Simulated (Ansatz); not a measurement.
# H2Ge–N, H2Ge–As: atomization energies

Ansatz 0.2.0, basis cc-pVDZ; geometries are PBE0/def2-TZVP minima. Wave-function levels freeze the cores with the filled d shells of p-block atoms; HF, MP2 and coupled cluster are restricted for singlets and unrestricted otherwise, atoms included (their steps beyond CCSDT(Q) come from restricted open-shell runs), restricted open-shell where a d shell is frozen. NEVPT2 and MRCISD+Q stand on CASSCF in the full valence space, and MRCISD+Q is size-consistent only roughly. The reference is CCSDT(Q) or CCSDTQ (coupled cluster only where its series has nearly closed). An error is the level's value less the reference. None of these values is a measured one. Energies are electronic, without zero-point terms. No spin–orbit coupling and no scalar relativity. The set is small: it underbinds, by tens of kJ/mol for each bond, so near ties and functionals' places can change in larger sets. The species are chosen: bound, without strong static correlation by their natural occupations or amplitudes, in their lowest spin state as far as vertical gaps and like structures tell, and with a ladder that closes on the reference, so errors are smaller than for species at large; levels whose determinant breaks symmetry or spin markedly are left out.

```tsv
species	bonds (Å)	quantity	symmetry of the states	reference	value (kcal/mol)	error CCSD	error CCSD(T)	error CCSDT	error NEVPT2	error MRCISD+Q
H2Ge–N, doublet	N–Ge 1.732, Ge–H 1.532, angles at Ge 115/122°	atomization	B2	CCSDT(Q)	175.7	-7.4	-1.4	-0.7	-2.2	-1.5
H2Ge–As, doublet	Ge–As 2.221, Ge–H 1.537, angles at Ge 111/125°	atomization	B2	CCSDTQ	172.3	-5.5	-1.0	-0.4	-4.3	-2.0
```

The reference falls from N to As, by 3.4 kcal/mol in all.
